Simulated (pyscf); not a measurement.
Elementary routes open to `[F][SiH3]` + `[F][SiH]` [singlet] in the gas phase (singlet surface):
A. `[F][SiH]([F])[SiH3]` (F–Si broken; Si–Si, F–Si formed)
B. `[F][Si][F]` [singlet] + `[SiH4]` (F–Si, H–Si broken; F–Si, H–Si formed)
C. `[F][SiH2][F]` + `[SiH2]` [singlet] (F–Si, H–Si broken; F–Si, H–Si formed)
D. `[F][SiH2][SiH2][F]` (H–Si broken; Si–Si, H–Si formed)

Structures and frequencies: ωB97X-D3(BJ)/def2-SVP in PySCF. MP2 and CC: frozen core, UHF for open shells. ΔMP2 is the change of the MP2 total energy from the triple- to the quadruple-zeta basis.

Rank the routes by free-energy barrier at 900 K, lowest first, for CCSD(T)/def2-TZVPP + ΔMP2(QZVPP) energies (ideal gas, 1 atm, RRHO with modes under 100 cm⁻¹ raised to 100, one conformer, R ln 2 for chiral ones without a mode under 150 cm⁻¹).

D (37.0 kcal/mol), A (38.6 kcal/mol), B (43.0 kcal/mol), C (44.1 kcal/mol)

Route D is the fastest of these, ahead of the next by 1.5 kcal/mol. The most stable products are those of A (ΔG = -18.4 kcal/mol), whose barrier is 1.5 kcal/mol higher: the kinetic and the thermodynamic product differ. At 298 K D is still the fastest. A: On the reactant side the descent ends in an adduct with a F–Si contact (not fully relaxed), 7.1 kcal/mol under the separated species and 6.4 kcal/mol under the saddle at ωB97X-D3(BJ)/def2-TZVP. B: On the reactant side the descent ends in an adduct with a F–Si contact, 7.4 kcal/mol under the separated species and 9.3 kcal/mol under the saddle at ωB97X-D3(BJ)/def2-TZVP. C: On the reactant side the descent ends in an adduct with a Si–Si, H–Si contact, 11.5 kcal/mol under the separated species and 14.1 kcal/mol under the saddle at ωB97X-D3(BJ)/def2-TZVP. On the product side the descent ends in an adduct with a F–Si contact, 9.5 kcal/mol under the separated species and 8.9 kcal/mol under the saddle at ωB97X-D3(BJ)/def2-TZVP. D: On the reactant side the descent ends in a complex (not fully relaxed), 4.9 kcal/mol under the separated species and 2.5 kcal/mol under the saddle at ωB97X-D3(BJ)/def2-TZVP. Only these routes are compared; each barrier is that of the saddle found, and lower ones may exist. The CCSD(T) − MP2 part came from Ansatz, without density fitting, on the same reference.
